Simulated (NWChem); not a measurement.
Program: NWChem. System: Li₂, charge 0, spin multiplicity 1, at a geometry optimised with PBE0/def2-SVP. The structure started from a generated list of species. Level: B2PLYP/def2-TZVPD, no orbitals frozen.

Part of the output:

```
             Northwest Computational Chemistry Package (NWChem) 7.3.0
             --------------------------------------------------------

                                NWChem Input Module
                                -------------------

 Scaling coordinates for geometry "geometry" by  1.889725989
 (inverse scale =  0.529177249)

 Turning off AUTOSYM since
 SYMMETRY directive was detected!

                             Geometry "geometry" -> ""
                             -------------------------

 Output coordinates in angstroms (scale by  1.889725989 to convert to a.u.)

  No.       Tag          Charge          X              Y              Z
 ---- ---------------- ---------- -------------- -------------- --------------
    1 Li                   3.0000     0.00000000     0.00000000     1.39355900
    2 Li                   3.0000     0.00000000     0.00000000    -1.39355900

 Effective nuclear repulsion energy (a.u.)       1.7087885195

            Nuclear Dipole moment (a.u.)
            ----------------------------
        X                 Y               Z
 ---------------- ---------------- ----------------
     0.0000000000     0.0000000000     0.0000000000

      Symmetry information
      --------------------

 Group name             D2h
 Group number             26
 Group order               8
 No. of unique centers     1

      Symmetry unique atoms

     1


 Summary of "ao basis" -> "" (spherical)
 ------------------------------------------------------------------------------
       Tag                 Description            Shells   Functions and Types
 ---------------- ------------------------------  ------  ---------------------
 *                         def2-tzvpd                 on all atoms

  dft_input: which_mp2 not specified, using semidirect MP2 by default.

                                 NWChem DFT Module
                                 -----------------

 Summary of "ao basis" -> "ao basis" (spherical)
 ------------------------------------------------------------------------------
       Tag                 Description            Shells   Functions and Types
 ---------------- ------------------------------  ------  ---------------------
 Li                        def2-tzvpd                9       17   5s4p

 Summary of "ao basis" -> "ao basis" (spherical)
 ------------------------------------------------------------------------------
       Tag                 Description            Shells   Functions and Types
[...]
     7      0.063114  1 Li py                24      0.063114  2 Li py

 Vector    6  Occ=0.000000D+00  E=-2.506882D-03  Symmetry=b3u
              MO Center= -7.9D-17,  2.3D-52, -1.0D-16, r^2= 1.3D+01
   Bfn.  Coefficient  Atom+Function         Bfn.  Coefficient  Atom+Function
  ----- ------------  ---------------      ----- ------------  ---------------
    15      0.354232  1 Li px                32      0.354232  2 Li px
     9      0.222335  1 Li px                26      0.222335  2 Li px
     6      0.063114  1 Li px                23      0.063114  2 Li px

 center of mass
 --------------
 x =   0.00000000 y =   0.00000000 z =   0.00000000

 moments of inertia (a.u.)
 ------------------
          97.312351786978           0.000000000000           0.000000000000
           0.000000000000          97.312351786978           0.000000000000
           0.000000000000           0.000000000000           0.000000000000

     Multipole analysis of the density
     ---------------------------------

     L   x y z        total         alpha         beta         nuclear
     -   - - -        -----         -----         ----         -------
     0   0 0 0     -0.000000     -3.000000     -3.000000      6.000000

     1   1 0 0      0.000000      0.000000      0.000000      0.000000
     1   0 1 0      0.000000      0.000000      0.000000      0.000000
     1   0 0 1      0.000000      0.000000      0.000000      0.000000

     2   2 0 0    -11.903745     -5.951873     -5.951873      0.000000
     2   1 1 0      0.000000      0.000000      0.000000      0.000000
     2   1 0 1      0.000000      0.000000      0.000000      0.000000
     2   0 2 0    -11.903745     -5.951873     -5.951873      0.000000
     2   0 1 1      0.000000      0.000000      0.000000      0.000000
     2   0 0 2     -1.575492    -21.592838    -21.592838     41.610185

                   NWChem MP2 Semi-direct Energy/Gradient Module
                   ---------------------------------------------

  Basis functions       =     34
  Molecular orbitals    =     34
  Frozen core           =      0
  Frozen virtuals       =      0
  Active alpha occupied =      3
  Active beta occupied  =      3
  Active alpha virtual  =     31
  Active beta virtual   =     31
  Use MO symmetry       = T
  Use skeleton AO sym   = T

  AO/Fock/Back tols     =   1.0D-09  1.0D-09  1.0D-09

 GA uses MA = F    GA memory limited = T

 Available:
  local mem=  4.43D+07
 global mem=  1.44D+08
 local disk=  0.00D+00
  mp2_memr nvloc                    31
  nvloc new                    31
   1 passes of   3:        2097152                       3211                    182580.
   1 passes of   3: M     44325270           G      144176888           F      42228118.

 Semi-direct pass number   1 of   1  for RHF alpha+beta  at        0.2s
  vrange nnbf                   571
  mp2_eaftype                    10  avail_ma_in_mb                   386
 EAF : mp2_eaftype filesize          10      91290.
  mp2_eaf for mointskh                     10
Node 0 wrote      0.4 Mb in      0.0 s     Agg I/O rate:  1930.8 Mb/s
 Done moints_semi at        0.2s
  mp2_eaftype                    10  avail_ma_in_mb                   386
 EAF : mp2_eaftype filesize          10      91290.
  mp2_eaf for kh                    10
 Done maket at        0.2s
 Done multipass loop at        0.2s

          -------------------------------------------
          DFT energy                     -14.963253423621
          Unscaled MP2 energy             -0.089974117343
          Total DFT+MP2 energy           -14.987546435304
          -------------------------------------------

 -----------------------
 Performance information
 -----------------------

 Timer overhead =  1.72D-07 seconds/call

               Nr. of calls         CPU time (s)                 Wall time (s)                GFlops
             ---------------    -------------------     ------------------------------   -------------------
Name         Min   Avg   Max    Min     Avg     Max     Min     Avg     Max   Mx/calls   Min     Max     Sum
mp2: moin     1     1     1   3.37E-2 3.37E-2 3.37E-2  3.37E-2 3.37E-2 3.37E-2 3.37E-2   0.0     0.0     0.0
mp2: make     1     1     1   3.00E-3 3.00E-3 3.00E-3  3.00E-3 3.00E-3 3.00E-3 3.00E-3   0.0     0.0     0.0
mp2: tota     1     1     1   4.52E-2 4.52E-2 4.52E-2  4.52E-2 4.52E-2 4.52E-2 4.52E-2   0.0     0.0     0.0

 The average no. of pstat calls per process was 3.00D+00
 with a timing overhead of 5.17D-07s

 Task  times  cpu:        0.2s     wall:        0.2s

 Total times  cpu:        0.2s     wall:        0.2s
```

**Question.** Write an NWChem input that would produce this output.

**Answer.** One answer among several that fit: 
```
start mol
memory heap 200 mb stack 900 mb global 1100 mb
geometry units angstroms nocenter noautoz
  Li     0.000000     0.000000     1.393559
  Li     0.000000     0.000000    -1.393559
  symmetry group D2h
end
basis spherical
  * library def2-tzvpd
end
dft
  xc hfexch 0.53 becke88 0.47 lyp 0.73 mp2 0.27
  dftmp2
  semidirect memsize 60000000 filesize 0
  iterations 100
end
mp2
end
task dft energy
```
